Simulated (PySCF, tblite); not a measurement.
A complex of alane and 2 × water

A gas-phase complex of alane and 2 × water; neutral, singlet. The structure comes from a short search (6 tight-binding starts) and was relaxed by PBE0-D3(BJ)/def2-SVPD; another way of binding may lie lower. No frequency run checks that it is a minimum.

```tsv
part	name	SMILES	atoms	charge	multiplicity
1	alane	[AlH3]	1–4	0	1
2	water	O	5–7	0	1
3	water	O	8–10	0	1
```

```xyz
10

Al   -0.638    0.439    0.674
H    -0.835    1.716    1.672
H    -0.543   -0.988    1.390
H     0.223    0.747   -0.632
O    -2.520    0.383    0.034
H    -3.015    1.174    0.396
H    -3.014   -0.417    0.241
O    -3.264    2.497    1.299
H    -2.343    2.457    1.634
H    -3.377    3.369    0.910
```
Atom numbers follow the order of the file, from 1.

| contact | kind (by geometry) | distance (Å) | angle (°) |
| --- | --- | --- | --- |
| Al1···O5 | bond | 1.989 | - |
| H6···O8 | hydrogen bond | 1.622 | 157 |

The parts are joined by the bond Al1–O5, so these are energies of forming such bonds; deforming the relaxed parts to their shape in the adduct costs 6.8 kcal/mol, which the interaction energies leave out.

Interaction energies are complex less parts, with the parts frozen as they stand in it; counterpoise-corrected, in kcal/mol (PySCF).

Q: How strongly do the parts interact, level by level?

A: 
```tsv
level	interaction	superposition error removed
wB97M-D3(BJ)/def2-TZVPD	-40.51	-0.32
PBE0-D3(BJ)/def2-TZVPD	-42.40	-0.32
```

Q: What holds them together? Decompose the wB97M-D3(BJ)/def2-TZVPD energy: frozen parts, their antisymmetrised product, then relaxation.

A: electrostatic -75.1, Pauli repulsion +82.8, orbital relaxation -45.8, dispersion correction -2.8 kcal/mol, which sum to the value before the counterpoise correction; the Pauli term holds the exchange-correlation of the frozen density too. Of the attraction, 61 % is electrostatic, 37 % is orbital relaxation, 2 % is dispersion correction.

Q: Are the pair energies additive?

A: The pairs sum to -31.56 kcal/mol (1–2 -25.1, 1–3 -3.5, 2–3 -3.0); the rest of -8.96 is a many-body strengthening.

The parts were also relaxed and run alone, at the levels used for the complex: shieldings by PBE0/pcSseg-2; core levels by delta-SCF with SCAN, pcX-2 on the ionised atom and pcseg-1 elsewhere, spin-free X2C (2p3/2 is the spin-free 2p value less a third of a first-order spin-orbit splitting).

Values alone: O5–H6 bond (Å): 0.961; shielding of Al1 (ppm): 278.5; shielding of O5 (ppm): 328.9; shielding of H6 (ppm): 30.85; shielding of O8 (ppm): 328.9; Al1 2p3/2 core level (eV): 81.02; O5 1s core level (eV): 539.76; O8 1s core level (eV): 539.76.

Q: How do these values change when the complex forms?

A: 
```csv
property,alone,in the complex,change
O5–H6 bond (Å),0.961,1.001,+0.040
shielding of Al1 (ppm),278.5,413.8,+135.3
shielding of O5 (ppm),328.9,291.8,-37.0
shielding of H6 (ppm),30.85,20.93,-9.92
shielding of O8 (ppm),328.9,296.6,-32.2
Al1 2p3/2 core level (eV),81.02,79.59,-1.44
O5 1s core level (eV),539.76,540.78,+1.03
O8 1s core level (eV),539.76,540.10,+0.35
```

Density functionals tend to overstate the lengthening and the red shift of so strongly bound an X–H bond.

The 4 runs behind this took 94 s in all, one thread each of Arm Neoverse V2 on a shared host, launched as `OMP_NUM_THREADS=1 python cluster_run.py task.json out`.
